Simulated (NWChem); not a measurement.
## Correlation energy of B (-1)

```xyz
1

B      0.0000     0.0000     0.0000
```
Charge -1, spin multiplicity 3.

All runs are NWChem calculations.

Basis set: aug-cc-pVDZ. Each correlation energy counts from its own Hartree-Fock reference.

The correlated methods keep 1 core orbital frozen. The stability of the SCF solutions was not checked. Open-shell Hartree-Fock references start from PBE0 orbitals. Coupled-cluster values serve here as a point of comparison, not as the truth.

```csv
method,correlation energy (mHa)
UMP2,___
SCS-UMP2,___
CCSD on UHF,___
CCSD[T] on UHF,-77.9
CCSD(T) on UHF,-77.8
CCSD on ROHF,-77.7
CCSD[T] on ROHF,-80.8
CCSD(T) on ROHF,-80.7
CCSDT on ROHF,___
```

Question: Some entries are withheld; supply them.

Answer: 
- UMP2, correlation energy (mHa): -53.4
- SCS-UMP2, correlation energy (mHa): -53.6
- CCSD on UHF, correlation energy (mHa): -75.3
- CCSDT on ROHF, correlation energy (mHa): -81.3
